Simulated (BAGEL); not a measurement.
**C3H3FO (SMILES C=CC(=O)F) at B3LYP/def2-SVP (density fitting with qzvpp-jkfit)**

What is the energy change on altering one bond length of C3H3FO at B3LYP/def2-SVP (density fitting with qzvpp-jkfit)? 

Program for the calculation: BAGEL 1.2.2.

12 further runs of the same task are left out: 12 set aside as unsound or not needed.

### 1 The structure to begin with

The species is C3H3FO (8 atoms), meant as a singlet with charge 0. As SMILES, `C=CC(=O)F`. The coordinates come from a GFN2-xTB relaxation. This is one conformer, not always the lowest.

Bond lengths: C1–C2 1.328 Å, C2–C3 1.462 Å, C3–O4 1.183 Å, C3–F5 1.368 Å, C1–H6 1.077 Å, C1–H7 1.078 Å, C2–H8 1.080 Å. Angles: C1–C2–C3 123.4°, C2–C3–O4 128.9°, C2–C3–F5 112.2°, O4–C3–F5 118.9°, C1–C2–H8 122.6°, C3–C2–H8 114.0°, C2–C1–H6 121.6°, C2–C1–H7 121.6°, H6–C1–H7 116.9°.

### 2 The energy at B3LYP/def2-SVP (density fitting with qzvpp-jkfit)

The input, job.json:

```json
{ "bagel": [

{
  "title": "molecule",
  "basis": "svp",
  "df_basis": "qzvpp-jkfit",
  "angstrom": true,
  "geometry": [
    { "atom": "C", "xyz": [      -0.777660,       0.835380,       0.434810 ] },
    { "atom": "C", "xyz": [      -0.286490,      -0.385060,       0.253240 ] },
    { "atom": "C", "xyz": [       0.904670,      -0.663360,      -0.547350 ] },
    { "atom": "O", "xyz": [       1.416800,      -1.704690,      -0.779260 ] },
    { "atom": "F", "xyz": [       1.453160,       0.474260,      -1.072030 ] },
    { "atom": "H", "xyz": [      -1.658160,       1.006080,       1.030340 ] },
    { "atom": "H", "xyz": [      -0.313040,       1.702010,      -0.007310 ] },
    { "atom": "H", "xyz": [      -0.739260,      -1.264630,       0.687570 ] }
  ]
},

{ "title": "ks", "xc_func": "b3lyp" },

{ "title": "print", "file": "orbitals.molden", "orbitals": true }

]}
```

Command:

```bash
$ BAGEL_NUM_THREADS=1 BAGEL job.json > job.out
```

Standard output:

```text
* using 1 threads per process

  ===============================================================
  ===============================================================

  *** Geometry ***

  { "atom" : "C", "xyz" : [     -1.469564,      1.578639,      0.821672 ] },
  { "atom" : "C", "xyz" : [     -0.541388,     -0.727658,      0.478554 ] },
  { "atom" : "C", "xyz" : [      1.709579,     -1.253569,     -1.034342 ] },
  { "atom" : "O", "xyz" : [      2.677364,     -3.221397,     -1.472588 ] },
  { "atom" : "F", "xyz" : [      2.746074,      0.896222,     -2.025843 ] },
  { "atom" : "H", "xyz" : [     -3.133468,      1.901216,      1.947060 ] },
  { "atom" : "H", "xyz" : [     -0.591560,      3.216333,     -0.013814 ] },
  { "atom" : "H", "xyz" : [     -1.396999,     -2.389804,      1.299319 ] },

  Number of auxiliary basis functions:      433

  Since a DF basis is specified, we compute 2- and 3-index integrals:
    o Being stored without compression. Storage requirement is 0.025 GB

  Number of basis functions:       85
  Number of electrons      :       38

    * METHOD: MOLECULE                             0.26

  *** Kohn-Sham DFT ***

    * Removing 14735 points whose weight is below 1.00e-10
    * Grid points: 104513

  === Nuclear Repulsion ===
   161.1561537749

       - DIIS with orbital gradients will be used.

  === KS iteration (b3lyp / svp) ===
      0       -250.86461284          0.13627306           0.52
      1       -178.95276595          0.20156331           0.50
      2       -188.00001228          0.17380544           0.43
      3       -273.18778449          0.15449634           0.43
      4       -288.32415630          0.06909019           0.43
      5       -290.38719991          0.03485590           0.46
      6       -290.83404805          0.01624545           0.52
      7       -290.89025518          0.01127678           0.50
      8       -290.93678231          0.00653931           0.46
      9       -290.95666148          0.00062553           0.43
     10       -290.95676079          0.00036742           0.61
     11       -290.95681142          0.00019227           0.60
     12       -290.95682997          0.00002879           0.61
     13       -290.95683020          0.00001755           0.47
     14       -290.95683030          0.00001026           0.43
     15       -290.95683035          0.00000171           0.53
     16       -290.95683035          0.00000025           0.43
     17       -290.95683035          0.00000015           0.44
     18       -290.95683035          0.00000007           0.43
     19       -290.95683035          0.00000001           0.46
     20       -290.95683035          0.00000001           0.43
    * SCF iteration converged.

    * Permanent dipole moment:
           (    0.988336,    -0.601798,    -0.616781) a.u.

    * METHOD: KS                                  11.11

    * METHOD: PRINT                                0.01

  ===============================================================
```

Wall time 12 s (1 thread of Intel Xeon Platinum 8259CL at 2.50GHz (Skylake/Cascade Lake), shared host); peak memory 0.41 GiB.

### 3 The distorted shape at the same level

The input, dft.json:

```json
{ "bagel" : [

{
  "title" : "molecule",
  "basis" : "svp",
  "df_basis" : "qzvpp-jkfit",
  "angstrom" : true,
  "geometry" : [
    { "atom" : "C", "xyz" : [   -0.859921,    0.664763,    0.513500 ] },
    { "atom" : "C", "xyz" : [   -0.368751,   -0.555677,    0.331930 ] },
    { "atom" : "C", "xyz" : [    0.822409,   -0.833977,   -0.468660 ] },
    { "atom" : "O", "xyz" : [    1.334539,   -1.875307,   -0.700570 ] },
    { "atom" : "F", "xyz" : [    1.453160,    0.474260,   -1.072030 ] },
    { "atom" : "H", "xyz" : [   -1.740421,    0.835463,    1.109030 ] },
    { "atom" : "H", "xyz" : [   -0.395301,    1.531393,    0.071380 ] },
    { "atom" : "H", "xyz" : [   -0.821521,   -1.435247,    0.766260 ] }
  ]
},
{
  "title" : "ks",
  "xc_func" : "b3lyp"
},
{
  "title" : "print",
  "file" : "orbitals.molden",
  "orbitals" : true
}

]}
```

Command:

```bash
$ BAGEL_NUM_THREADS=1 BAGEL dft.json > dft.out
```

Standard output:

```text
* using 1 threads per process

  ===============================================================
  ===============================================================

  *** Geometry ***

  { "atom" : "C", "xyz" : [     -1.625015,      1.256220,      0.970374 ] },
  { "atom" : "C", "xyz" : [     -0.696838,     -1.050077,      0.627257 ] },
  { "atom" : "C", "xyz" : [      1.554128,     -1.575988,     -0.885639 ] },
  { "atom" : "O", "xyz" : [      2.521913,     -3.543817,     -1.323885 ] },
  { "atom" : "F", "xyz" : [      2.746074,      0.896222,     -2.025843 ] },
  { "atom" : "H", "xyz" : [     -3.288919,      1.578796,      2.095763 ] },
  { "atom" : "H", "xyz" : [     -0.747011,      2.893913,      0.134889 ] },
  { "atom" : "H", "xyz" : [     -1.552450,     -2.712224,      1.448022 ] },

  Number of auxiliary basis functions:      433

  Since a DF basis is specified, we compute 2- and 3-index integrals:
    o Being stored without compression. Storage requirement is 0.025 GB

  Number of basis functions:       85
  Number of electrons      :       38

    * METHOD: MOLECULE                             0.31

  *** Kohn-Sham DFT ***

    * Removing 14459 points whose weight is below 1.00e-10
    * Grid points: 104789

  === Nuclear Repulsion ===
   155.8031996674

       - DIIS with orbital gradients will be used.

  === KS iteration (b3lyp / svp) ===
      0       -252.15728782          0.13047557           0.45
      1       -180.91828129          0.20039701           0.51
      2       -190.30669967          0.17168181           0.43
      3       -270.86112798          0.15282031           0.43
      4       -288.98357509          0.05711923           0.44
      5       -289.30523524          0.05743055           0.43
      6       -290.74802001          0.01912198           0.45
      7       -290.81344679          0.01599837           0.44
      8       -290.93839464          0.00173401           0.48
      9       -290.93928646          0.00089137           0.43
     10       -290.93956442          0.00049482           0.43
     11       -290.93967198          0.00015147           0.43
     12       -290.93968248          0.00002937           0.43
     13       -290.93968279          0.00001739           0.43
     14       -290.93968294          0.00000605           0.43
     15       -290.93968295          0.00000139           0.43
     16       -290.93968295          0.00000142           0.44
     17       -290.93968295          0.00000021           0.43
     18       -290.93968295          0.00000009           0.44
     19       -290.93968295          0.00000004           0.43
     20       -290.93968295          0.00000004           0.43
     21       -290.93968295          0.00000001           0.48
    * SCF iteration converged.

    * Permanent dipole moment:
           (    1.190903,    -0.284861,    -0.797208) a.u.

    * METHOD: KS                                  10.54

    * METHOD: PRINT                                0.03

  ===============================================================
```

Run time: 11 s. Hardware: 1 thread of Intel Xeon Platinum 8259CL at 2.50GHz (Skylake/Cascade Lake), shared host; peak memory 0.41 GiB.

### 4 Summary of results

Level: B3LYP/def2-SVP (density fitting with qzvpp-jkfit).

| quantity | value |
| --- | --- |
| first shape: total energy | -290.95683 Eh |
| first shape: dipole moment | 3.33 D |
| first shape: HOMO energy | -8.56 eV |
| first shape: LUMO energy | -2.13 eV |
| first shape: HOMO–LUMO gap | 6.43 eV |
| distorted shape: total energy | -290.93968 Eh |
| distorted shape: dipole moment | 3.71 D |
| distorted shape: HOMO energy | -8.85 eV |
| distorted shape: LUMO energy | -2.46 eV |
| distorted shape: HOMO–LUMO gap | 6.39 eV |
| energy change with the C3–F5 bond stretched from 1.368 to 1.573 Å | 0.467 eV |

**Reading.** With the C3–F5 bond stretched from 1.368 to 1.573 Å the energy rises by 0.47 eV (10.8 kcal/mol). The first shape isn't relaxed at this level, so the change isn't measured from a minimum.
